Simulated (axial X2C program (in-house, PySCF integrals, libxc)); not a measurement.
# SiN⁺ along the bond: PBE0, with spin–orbit coupling

Calculated with an in-house relativistic program for diatomic molecules. Two-component (2c) means X2C with spin–orbit coupling and atomic mean-field two-electron Coulomb and Gaunt terms. Basis: Si dyall-v3z [8s7p2d1f], N dyall-av3z [7s7p3d2f] (cores contracted in-house); Gaussian nuclei, density fitting, unrestricted open shells. Masses: Si 27.977 u, N 14.003 u.

State: Ω = 1 (⟨Sz⟩ = 1.00, ⟨Lz⟩ = 0.00 at PBE0). Dipoles are positive if N is the positive end and refer to the centre of mass.

Results along the bond:

```tsv
R (Å)	μ (D)	HOMO (eV)	LUMO (eV)
1.567	-1.864	-15.64	-13.01
1.639	-2.086	-15.51	-12.61
1.693	-2.257	-15.41	-12.33
1.747	-2.429	-15.29	-12.07
1.801	-2.600	-15.16	-11.84
1.864	-2.797	-15.00	-11.61
1.927	-2.988	-14.83	-11.41
2.008	-3.223	-14.61	-11.20
2.107	-3.484	-14.32	-11.02
2.251	-3.782	-13.90	-10.88
```

One determinant describes the state; a PBE0 search over occupations chose it and may have missed a lower one. Density functionals use the spin component along the axis (collinear). Other states lie close and PBE0, whose exact exchange favours high spin, may order them wrongly; the determinant shown need not be the ground state. The nearest other 2c determinant of the search, Ω = 2, lies 0.49 eV up at the distance of the search. With several unpaired electrons one determinant need not be a pure state. Open-shell Ω = 0 determinants with evenly filled partner blocks cannot be reached by this program, so the Ω shown need not be the lowest component. This is the Ω = 1 component of a π² triplet; the 0⁺ component is not one determinant and can lie lowest.
